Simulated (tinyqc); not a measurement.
Worked calculation: RKS/BP86 in the sto-3g basis, for H2O, spin multiplicity 1. One step of it, computed by the program tinyqc.

Task: Orthogonalisation. S = U s U^T; symmetric (Loewdin) form X = U s^(-1/2) U^T, so that X^T S X = 1.

overlap S:
```
           1O 1s     1O 2s    1O 2px     1O 2py    1O 2pz     2H 1s      3H 1s
1O 1s   1.000000  0.236704  0.000000   0.000000  0.000000  0.023992   0.023992
1O 2s   0.236704  1.000000  0.000000   0.000000  0.000000  0.280483   0.280483
1O 2px  0.000000  0.000000  1.000000   0.000000  0.000000  0.000000   0.000000
1O 2py  0.000000  0.000000  0.000000   1.000000  0.000000  0.199050  -0.199050
1O 2pz  0.000000  0.000000  0.000000   0.000000  1.000000  0.174245   0.174245
2H 1s   0.023992  0.280483  0.000000   0.199050  0.174245  1.000000   0.127674
3H 1s   0.023992  0.280483  0.000000  -0.199050  0.174245  0.127674   1.000000
```

Give: eigenvalues of S; X.

Result:

eigenvalues of S: 0.5498  0.6475  0.8842  1.0000  1.1123  1.2248  1.5814

X:
```
          1O 1s    1O 2s  1O 2px   1O 2py   1O 2pz    2H 1s    3H 1s
1O 1s    1.0229  -0.1303  0.0000   0.0000  -0.0046   0.0145   0.0145
1O 2s   -0.1303   1.0877  0.0000   0.0000   0.0398  -0.1498  -0.1498
1O 2px   0.0000   0.0000  1.0000   0.0000   0.0000   0.0000   0.0000
1O 2py   0.0000   0.0000  0.0000   1.0356   0.0000  -0.1169   0.1169
1O 2pz  -0.0046   0.0398  0.0000   0.0000   1.0241  -0.0911  -0.0911
2H 1s    0.0145  -0.1498  0.0000  -0.1169  -0.0911   1.0657  -0.0449
3H 1s    0.0145  -0.1498  0.0000   0.1169  -0.0911  -0.0449   1.0657
```
